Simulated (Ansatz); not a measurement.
Ansatz (an electronic-structure program) input (CCSD(T)/3-21G): A basis named .json is the Basis Set Exchange file of that set (core-valence sets with the plain set on hydrogen).

Ansatz 0.2 input:
```yaml
crystal:
  periodic: [false, false, false]
  atoms:
    - {symbol: O, position_ang: [0.02204159, 1.10436371, -0.00118827]}
    - {symbol: H, position_ang: [-0.92327012, 1.31460394, 0.01604549]}
    - {symbol: Cl, position_ang: [0.04393750, -0.59703021, -0.00038467]}
basis:
  gaussian:
    orbitals: 3-21G.json
magnetization: {spin_polarized: false}
correlation: {method: ccsd_t, electrons: outside_noble_gas}
```

Output:

```
Functional definition: HF
integrals: 0.00 GiB planned
246 factors; integrals over basis functions are off by at most 5.8e-4 eV
mean field: 0.05 GiB planned
mean field evaluation 1: about -14482.5147 eV, gradient 1.6e1 eV
mean field evaluation 2: about -14482.5168 eV, gradient 1.6e1 eV
mean field evaluation 4: about -14483.0737 eV, gradient 1.8e0 eV
mean field evaluation 8: about -14483.0811 eV, gradient 2.4e-4 eV
mean field evaluation 16: about -14483.0808 eV, gradient 2.9e-1 eV
mean field -14483.08109722 eV, -532.2434133379 hartree, gradient 2.8e-6 eV, S^2 0.000000; 0 other end points of the search recorded, 0 dependent functions left out
6 core orbitals not correlated
reference -14483.08109722 eV, -532.2434133379 hartree; 7, 7 occupied and 11, 11 virtual orbitals, 246 factors
second order -4.58476367 eV of doubles, -0.00000000 eV of singles
coupled cluster: 0.04 GiB planned
cycle   1  -4.70558920 eV  change   -1.2e-1 eV  update   4.8e-2
cycle   2  -4.87022454 eV  change   -1.6e-1 eV  update   1.8e-2
cycle   3  -4.90209184 eV  change   -3.2e-2 eV  update   7.0e-3
cycle   4  -4.90284836 eV  change   -7.6e-4 eV  update   2.2e-3
cycle   5  -4.90323552 eV  change   -3.9e-4 eV  update   8.3e-4
cycle   6  -4.90289378 eV  change    3.4e-4 eV  update   3.0e-4
cycle   7  -4.90292636 eV  change   -3.3e-5 eV  update   8.7e-5
cycle   8  -4.90295858 eV  change   -3.2e-5 eV  update   3.3e-5
cycle   9  -4.90294763 eV  change    1.1e-5 eV  update   1.3e-5
perturbative correction -0.08510091 eV, -0.0031274007 hartree
Total energy: -14488.06914576 eV, -532.4267207406 hartree
```
